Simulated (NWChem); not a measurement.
# N2H (dinitrogen monohydride) at UM06/cc-pVTZ-DK (DKH2, esp resp), part 2 of 2

NWChem 7.3.0.

### Step 3. The quartet

struct.nw reads:

```
start struct
title "dinitrogen monohydride"
memory 2200 mb

geometry noautosym nocenter noautoz
  N     0.715210   -0.640440    0.325220
  N    -0.243160   -0.185380   -0.152740
  H    -0.472040    0.825820   -0.172480
end

basis spherical bse
  N library cc-pVTZ-DK
  H library cc-pVTZ-DK
end

relativistic
  douglas-kroll dkh
end

dft
  xc m06
  mult 4
  grid medium
  iterations 150
end

esp
  restrain
  recalculate
end

task dft energy
task esp
```

Started as:

```bash
nwchem struct.nw > struct.out
```

Standard output:

```text
Northwest Computational Chemistry Package (NWChem) 7.3.0
             --------------------------------------------------------

           Job information
           ---------------

    nwchem branch   = 7.3.0
    use scalapack   = T
    input           = struct.nw
    prefix          = struct.
    data base       = ./struct.db
    status          = startup
    nproc           =        1

           Memory information
           ------------------

    heap     =     72089600 doubles =      550.0 Mbytes
    stack    =     72089597 doubles =      550.0 Mbytes
    global   =    144179200 doubles =     1100.0 Mbytes (distinct from heap & stack)
    total    =    288358397 doubles =     2200.0 Mbytes
    verify   = yes
    hardfail = no

           Directory information
           ---------------------

  0 permanent = .
  0 scratch   = .

                                NWChem Input Module
                                -------------------

                              dinitrogen monohydride
                              ----------------------

 Scaling coordinates for geometry "geometry" by  1.889725989
 (inverse scale =  0.529177249)

                             Geometry "geometry" -> ""
                             -------------------------

 Output coordinates in angstroms (scale by  1.889725989 to convert to a.u.)

  No.       Tag          Charge          X              Y              Z
 ---- ---------------- ---------- -------------- -------------- --------------
    1 N                    7.0000     0.71521000    -0.64044000     0.32522000
    2 N                    7.0000    -0.24316000    -0.18538000    -0.15274000
    3 H                    1.0000    -0.47204000     0.82582000    -0.17248000

      Atomic Mass
      -----------

      N                 14.003070
      H                  1.007825

 Effective nuclear repulsion energy (a.u.)      27.7543720829

            Nuclear Dipole moment (a.u.)
            ----------------------------
        X                 Y               Z
 ---------------- ---------------- ----------------
     5.3522898147    -9.3634410953     1.9556396311

            XYZ format geometry
            -------------------
     3
 geometry
 N                     0.71521000    -0.64044000     0.32522000
 N                    -0.24316000    -0.18538000    -0.15274000
 H                    -0.47204000     0.82582000    -0.17248000

 ==============================================================================
                                internuclear distances
 ------------------------------------------------------------------------------
       center one      |      center two      | atomic units |  angstroms
 ------------------------------------------------------------------------------
    2 N                |   1 N                |     2.19891  |     1.16361
    3 H                |   2 N                |     1.95958  |     1.03697
 ------------------------------------------------------------------------------
                         number of included internuclear distances:          2
 ==============================================================================

 ==============================================================================
                                 internuclear angles
 ------------------------------------------------------------------------------
        center 1       |       center 2       |       center 3       |  degrees
 ------------------------------------------------------------------------------
    1 N                |   2 N                |   3 H                |   124.82
 ------------------------------------------------------------------------------
                            number of included internuclear angles:          1
 ==============================================================================

                      Basis "ao basis" -> "" (spherical)
                      -----
  [basis functions not shown]

 Summary of "ao basis" -> "" (spherical)
 ------------------------------------------------------------------------------
       Tag                 Description            Shells   Functions and Types
 ---------------- ------------------------------  ------  ---------------------
 N                         cc-pVTZ-DK               10       30   4s3p2d1f
 H                         cc-pVTZ-DK                6       14   3s2p1d

Douglas-Kroll integrals are switched on !

Integrals for the no-pair equation with external-field projection operators
will be computed (Douglas-Kroll-Hess).

                                 NWChem DFT Module
                                 -----------------

                              dinitrogen monohydride

 Summary of "ao basis" -> "ao basis" (spherical)
 ------------------------------------------------------------------------------
       Tag                 Description            Shells   Functions and Types
 ---------------- ------------------------------  ------  ---------------------
 N                         cc-pVTZ-DK               10       30   4s3p2d1f
 H                         cc-pVTZ-DK                6       14   3s2p1d

  Caching 1-el integrals

[... 14 lines left out ...]
          Convergence on energy requested:  1.00D-06
          Convergence on density requested:  1.00D-05
          Convergence on gradient requested:  5.00D-04
[... 19 lines left out ...]
          Spatial weights used:  Erf1
[... 1 line left out ...]
          Convergence Information
[... 1 line left out ...]
          Convergence aids based upon iterative change in
          total energy or number of iterations.
[... 43 lines left out ...]
   convergence    iter        energy       DeltaE   RMS-Dens  Diis-err    time
[... 13 lines left out ...]
         Total DFT energy =     -109.833700835006
      One electron energy =     -203.474296557847
           Coulomb energy =       80.000868708840
    Exchange-Corr. energy =      -14.114645068936
 Nuclear repulsion energy =       27.754372082935
[... 5 lines left out ...]
                    DFT Final Alpha Molecular Orbital Analysis
[... 523 lines left out ...]
                     DFT Final Beta Molecular Orbital Analysis
[... 521 lines left out ...]
   alpha - beta orbital overlaps
   -----------------------------

   alpha      1      2      3      4      5      6      7      8      9     10
    beta      1      2      3      4      5      7      6      8      9     10
 overlap   1.000  1.000  0.998  0.974  0.975  0.969  0.996  0.930  0.991  0.952

   alpha     11     12     13     14     15     16     17     18     19     20
    beta     11     12     13     14     15     16     17     18     19     20
 overlap   0.995  0.990  0.884  0.998  0.835  0.876  0.992  0.949  0.963  0.999

   alpha     21     22     23     24     25     26     27     28     29     30
    beta     21     22     23     24     25     26     27     28     29     30
 overlap   0.966  0.978  0.997  0.998  0.997  0.996  0.998  0.999  0.999  0.735

   alpha     31     32     33     34     35     36     37     38     39     40
    beta     31     32     33     34     35     36     37     38     39     40
 overlap   1.000  0.736  0.999  0.997  0.989  0.906  0.904  0.977  0.794  0.812

   alpha     41     42     43     44     45     46     47     48     49     50
    beta     42     41     43     45     44     46     47     49     48     50
 overlap   0.986  0.985  0.965  0.875  0.853  0.980  0.952  0.961  0.887  0.900

   alpha     51     52     53     54     55     56     57     58     59     60
    beta     51     52     53     54     55     56     57     58     59     60
 overlap   0.975  0.988  0.975  0.984  0.991  0.982  0.922  0.992  0.926  0.986

   alpha     61     62     63     64     65     66     67     68     69     70
    beta     61     62     63     64     66     65     67     68     69     70
 overlap   0.945  0.936  0.990  0.999  0.962  0.920  0.928  0.998  0.940  0.998

   alpha     71     72     73     74
    beta     71     72     73     74
 overlap   1.000  0.999  0.999  1.000

     --------------------------
     Expectation value of S2:
     --------------------------
      <S2> =      3.7589 (Exact =     3.7500)

 center of mass
 --------------
 x =   0.39954430 y =  -0.69897497 z =   0.14598726

 moments of inertia (a.u.)
 ------------------
          16.452622284533          13.951219098537         -12.089308891604
          13.951219098537          30.650575825682           6.551509640165
         -12.089308891604           6.551509640165          35.214499838270

     Multipole analysis of the density
     ---------------------------------

     L   x y z        total         alpha         beta         nuclear
     -   - - -        -----         -----         ----         -------
     0   0 0 0     -0.000000     -9.000000     -6.000000     15.000000

     1   1 0 0     -0.346924     -3.692116     -2.007098      5.352290
[... 8 lines of this table left out ...]
     2   0 0 2     -9.083921     -7.846382     -4.570886      3.333347

 Task  times  cpu:        9.5s     wall:        9.5s

                                NWChem Input Module
                                -------------------

                     NWChem Electrostatic Potential Fit Module
                     -----------------------------------------

 Atom parameters

 Number of atoms is                                    3
 Number of basis functions is                         74

 Grid parameters

 Maximum number of grid points is                   1222
 Number of grid points is                           1221
 Grid range                                     0.300000 nm
 Grid spacing                                   0.050000 nm
 Probe radius                                   0.070000 nm
 Atom radius factor                             1.000000

 Restraint parameters

 Hyperbolic restraint to zero charge
    with scaling                 0.001000
         tightness               0.100000
         maximum iterations     25
         tolerance               0.000100

 Atomic radii

    1    0.100000
    7    0.140000
 FASTESP  F
  using M.O. file = ./struct.movecs

    Atom              Coordinates                           Charge

                                                  ESP         RESP        RESP2
                                                                         constr

    1 N     0.071521   -0.064044    0.032522   -0.116751   -0.116939   -0.116939
    2 N    -0.024316   -0.018538   -0.015274   -0.078497   -0.077800   -0.077800
    3 H    -0.047204    0.082582   -0.017248    0.195247    0.194739    0.194739
                                            ------------------------------------
                                                0.000000   -0.000000   -0.000000

 Dipole moment                                  0.569612    0.569031    0.569031

 Quadrupole moment Qxx                         -0.233483   -0.233804   -0.233804
                   Qyy                          0.123271    0.122249    0.122249
                   Qzz                          0.110212    0.111555    0.111555

 RMS deviation kJ/mol                           0.624043    0.624046    0.624046

 RRMS %                                        50.148498   50.148718   50.148718

 Task  times  cpu:        0.2s     wall:        0.2s
 Total times  cpu:        9.8s     wall:        9.8s
```

Run time: 11 s. Hardware: 1 thread of AMD EPYC 9R45 (Zen 5), shared host; peak memory 0.12 GiB.

### Step 4. What came out

The summary covers parts 1 to 2.

Level: UM06/cc-pVTZ-DK (DKH2, esp resp).

| quantity | value |
| --- | --- |
| doublet: total energy | -110.05489 Eh |
| doublet: dipole moment | 1.99 D |
| doublet: HOMO energy (highest over α and β) | -5.64 eV |
| doublet: LUMO energy (lowest over α and β) | -1.52 eV |
| doublet: ⟨S²⟩ | 0.754 |
| quartet: total energy | -109.83370 Eh |
| quartet: dipole moment | 1.36 D |
| quartet: HOMO energy (highest over α and β) | -4.59 eV |
| quartet: ⟨S²⟩ | 3.759 |
| vertical energy of the quartet above the doublet | 6.019 eV |

What this shows: At this shape the quartet lies 6.02 eV (139 kcal/mol) above the doublet.
